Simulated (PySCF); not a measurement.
Removing an electron from cyclobutanol

Compound: cyclobutanol, C₄H₈O.
Atom-mapped SMILES: `[OH:1][CH:2]1[CH2:3][CH2:4][CH2:5]1` (hydrogens: H6 on O1; H7 on C2; H8, H9 on C3; H10, H11 on C4; H12, H13 on C5)

Geometry (PBE0-D3(BJ)/def2-SVP, Å), atoms numbered from 1 in this order:
```
atom  x, y, z in Å
O1     1.3795    1.5107   -0.2561
C2     0.5058    0.5977    0.3309
C3    -0.9228    0.6205   -0.2170
C4    -0.9550   -0.9115   -0.0556
C5     0.5856   -0.8946   -0.0533
H6     2.2270    1.4558    0.1969
H7     0.4879    0.7038    1.4344
H8    -1.6753    1.2316    0.3027
H9    -0.8935    0.9118   -1.2781
H10   -1.3612   -1.2098    0.9232
H11   -1.4606   -1.5010   -0.8336
H12    0.9842   -0.9765   -1.0765
H13    1.1289   -1.5906    0.6042
```

Level: CAM-B3LYP/def2-SVPD (PySCF). Frontier orbitals with their largest atomic shares (Löwdin; up to four atoms above 4 %):

```csv
orbital,ε (eV),main atoms
HOMO−3,-11.00,"C4 30 %, C3 26 %, H10 10 %, O1 8 %"
HOMO−2,-10.65,"C4 26 %, C5 18 %, C3 17 %, O1 9 %"
HOMO−1,-10.08,"C3 21 %, C2 20 %, C5 13 %, O1 12 %"
HOMO,-9.12,?
LUMO,1.22,"O1 32 %, H6 19 %, C2 14 %, H7 11 %"
LUMO+1,1.65,"C4 24 %, H11 14 %, H10 13 %, C3 8 %"
LUMO+2,2.13,"H12 16 %, C5 15 %, O1 13 %, H7 11 %"
```

Task: What vertical ionisation energy does ΔSCF give, and how far is −ε(HOMO) from it?

Result: ΔSCF: 10.09 eV (973 kJ/mol; threshold wavelength 123 nm); ⟨S²⟩ of the doublet left behind is 0.755, against 0.75 for a pure doublet. −ε(HOMO) is 9.12 eV, 0.97 eV below it. In exact Kohn–Sham theory the two would be equal; CAM-B3LYP (range-separated hybrid) falls short of its own ΔSCF value by 10 %.

Task: On which atoms does the HOMO lie?

Result: O1 (alcohol oxygen) 46 %, C5 (four-membered-ring carbon) 16 %, C2 (carbinol carbon (C–OH)) 16 %, H7 (methine hydrogen) 6 %. The HOMO−1 lies 0.96 eV lower.

Task: How many of the 10 lowest singlet excitations (vertical TDDFT, same level) lie below the ionisation energy?

Result: All 10; they run from 6.82 to 9.21 eV.

Task: With α = 51.8 au, estimate the like-pair dispersion coefficient by London's formula C6 = (3/4)α²I.

Result: I = 0.3707 Eh, so C6 ≈ 746 au, a rough estimate.

Task: Shift the occupied levels rigidly so that −ε(HOMO) equals the ΔSCF value. What binding energies result?

Result: The shift is +0.97 eV: HOMO 10.09, HOMO−1 11.05, HOMO−2 11.62, HOMO−3 11.97 eV. A rigid shift is only a rough guide to the deeper ionisations.

Geometry: PBE0-D3(BJ)/def2-SVP, one conformer, isolated molecule.
